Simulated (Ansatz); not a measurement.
```yaml
crystal:
  periodic: [false, false, false]
  atoms:
    - {symbol: Ag, position_ang: [0.000000, 0.000000, 0.000000]}
    - {symbol: C, position_ang: [0.000000, 0.000000, 2.210000]}
basis:
  gaussian: {orbitals: def2-TZVP}
magnetization: {spin_polarized: true, initial_magnetization: 1}
hamiltonian: {xc: pbe0}
relax: {f_tol: 0.004, max_steps: 80}
```

```sh
$ ansatz run in.yaml --threads 1 --pin off --events-out ev --progress --plain --max-ram 2176MiB
```

Steps of the relaxation (energy above the last step; positions in Å, forces in eV/Å):

```
2
step 1, 129.7 meV
Ag    0.000    0.000    0.000    0.000    0.000    1.157
C     0.000    0.000    2.210    0.000    0.000   -1.157
```

```
2
step 2, 13.5 meV
Ag    0.000    0.000    0.068    0.000    0.000    0.460
C     0.000    0.000    2.142    0.000    0.000   -0.460
```

```
2
step 3, 0.9 meV
Ag    0.000    0.000    0.089    0.000    0.000    0.128
C     0.000    0.000    2.121    0.000    0.000   -0.128
```

```
2
step 5, 0.0 meV
Ag    0.000    0.000    0.096    0.000    0.000    0.000
C     0.000    0.000    2.114    0.000    0.000    0.000
```

Close pairs at the end: Ag1–C2 2.017 Å.

A stationary point of unrestricted PBE0 after 5 steps, with ⟨S²⟩ = 1.268 against 0.75 for a pure state. 11 s on 1 thread of AMD EPYC 9R45, shared host.
